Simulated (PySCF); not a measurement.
Gas-phase reaction: AlF2 + AlCl2F ⇌ 2 AlClF + F

Energies from PySCF (xtb for GFN2), thermal terms from the rigid-rotor harmonic-oscillator model, ideal gas at 1 bar. The comparison is the NASA 1993 polynomial table, which mixes measured and estimated data. After a fit of one offset per element over all species, the range-separated, M06-2X, PBE0/def2-QZVP and CCSD(T)/def2-TZVPP enthalpies, where run, lie to one side of the table for AlF2 (+60 kJ/mol), AlClF (+54 kJ/mol): a fault of the table's entry, another state or a shared error of the levels is possible; this was not checked at source. † marks an energy on the PBE0/def2-TZVP geometry and frequencies; other levels use their own. MP2 freezes the core. Open shells (unrestricted): AlF2 (multiplicity 2), AlClF (multiplicity 2), F (multiplicity 2); the rest are closed-shell singlets. GFN2 has no spin-polarisation term. Spin-orbit splitting is ignored; it lowers the true energy and changes the entropy of F. For this reaction the table lies outside the span of B3LYP, CCSD(T), M06-2X, MP2, PBE0, r2SCAN, ωB97M-V, ωB97X-V in their largest bases here; which side is off was not settled. MP2 isn't extrapolated to the basis-set limit. The table's entry may be an old estimate for AlF2, AlCl2F, AlClF (not checked at source).

```json
[
 {"level": "table", "ΔH°(298 K), kJ": "585.7"},
 {"level": "BLYP/def2-TZVP†", "ΔH°(298 K), kJ": "…"},
 {"level": "GFN2-xTB", "ΔH°(298 K), kJ": "636.0"},
 {"level": "MP2/def2-TZVPP†", "ΔH°(298 K), kJ": "667.2"},
 {"level": "PBE0/def2-SVP†", "ΔH°(298 K), kJ": "…"},
 {"level": "LDA/def2-TZVP†", "ΔH°(298 K), kJ": "713.3"},
 {"level": "ωB97M-V/def2-TZVP†", "ΔH°(298 K), kJ": "…"},
 {"level": "ωB97X-V/def2-TZVP†", "ΔH°(298 K), kJ": "…"}
]
```

**Question.** What belongs in the gaps?

**Answer.** 
- BLYP/def2-TZVP†, ΔH°(298 K), kJ: 626.1
- PBE0/def2-SVP†, ΔH°(298 K), kJ: 611.7
- ωB97M-V/def2-TZVP†, ΔH°(298 K), kJ: 645.7
- ωB97X-V/def2-TZVP†, ΔH°(298 K), kJ: 643.1
